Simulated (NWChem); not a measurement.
System: C$_{2}$H, doublet; SMILES C#[C]

Program: NWChem. Spin-unrestricted. Spin-contaminated determinants: UHF/def2-SVP (<S²> = 1.16). Medium grid unless said otherwise, to which SCAN and Minnesota functionals are sensitive. All runs use the structure optimised with PBE0/def2-SVP, spin-unrestricted. No stability test was run on the SCF state. Total energies of different functionals are on different scales.

```
level            energy (Ha)  highest occupied level (eV)  lowest empty minus highest occupied level, either spin (eV)  dipole (D)   <S²>
---------------  -----------  ---------------------------  -----------------------------------------------------------  ----------  -----
B3LYP/def2-SVP      -76.5500                        -8.17                                                         2.97        0.75  0.775
UHF/def2-SVP        -76.0930                       -11.62                                                        12.79        0.72   1.16
MN15-L/def2-SVP     -76.4706                        -7.45                                                          [?]        0.70    [?]
SCAN/def2-SVP       -76.5122                        -7.44                                                         2.22        0.75  0.818
```

Problem. What belongs in the gaps?

Solution. 
- MN15-L/def2-SVP, lowest empty minus highest occupied level, either spin (eV): 3.18
- MN15-L/def2-SVP, <S²>: 0.801
